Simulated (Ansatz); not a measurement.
All values below come from frozen-core CCSD(T)/def2-TZVPP // r2SCAN-D4/def2-TZVP (Ansatz, a first-principles code).

Ansatz 0.2 input:
```yaml
crystal:
  periodic: [false, false, false]
  atoms:
    - { symbol: Si, position_ang: [0.000164, -0.000442, 0.332643] }
    - { symbol: H, position_ang: [-0.631299, 1.268176, -0.108889] }
    - { symbol: H, position_ang: [1.413713, -0.08719, -0.111694] }
    - { symbol: H, position_ang: [-0.782579, -1.180545, -0.112061] }
basis:
  gaussian: { orbitals: def2-TZVPP }
correlation:
  method: ccsd_t
magnetization:
  spin_polarized: true
  initial_magnetization: 1
```

Output:

```
Functional definition: HF
467 factors; integrals over basis functions are off by at most 8.2e-4 eV
mean field evaluation 1: about -7907.8978 eV, gradient 7.3e0 eV
mean field evaluation 2: about -7907.8995 eV, gradient 7.3e0 eV
mean field evaluation 4: about -7908.6338 eV, gradient 6.7e-1 eV
mean field evaluation 8: about -7908.6435 eV, gradient 2.3e-3 eV
mean field evaluation 16: about -7908.6407 eV, gradient 2.5e-1 eV
mean field -7908.64347933 eV, -290.6372871944 hartree, gradient 3.0e-6 eV, S^2 0.755115; 0 other end points of the search recorded, 0 dependent functions left out
5 core orbitals not correlated
reference -7908.64347933 eV, -290.6372871944 hartree; 4, 3 occupied and 75, 76 virtual orbitals, 467 factors
second order -3.17835156 eV of doubles, -0.00000000 eV of singles
cycle   1  -3.68647800 eV  change   -5.1e-1 eV  update   5.4e-2
cycle   2  -3.88534875 eV  change   -2.0e-1 eV  update   2.1e-2
cycle   3  -3.89304265 eV  change   -7.7e-3 eV  update   6.0e-3
cycle   4  -3.89249830 eV  change    5.4e-4 eV  update   1.9e-3
cycle   5  -3.89209619 eV  change    4.0e-4 eV  update   7.9e-4
cycle   6  -3.89218198 eV  change   -8.6e-5 eV  update   2.6e-4
cycle   7  -3.89227373 eV  change   -9.2e-5 eV  update   8.0e-5
cycle   8  -3.89227421 eV  change   -4.9e-7 eV  update   2.3e-5
cycle   9  -3.89226726 eV  change    7.0e-6 eV  update   7.2e-6
perturbative correction -0.09587445 eV, -0.0035233210 hartree
Total energy: -7912.63162104 eV, -290.7838486990 hartree
```

Cost: about 4 core-seconds (a rough figure).
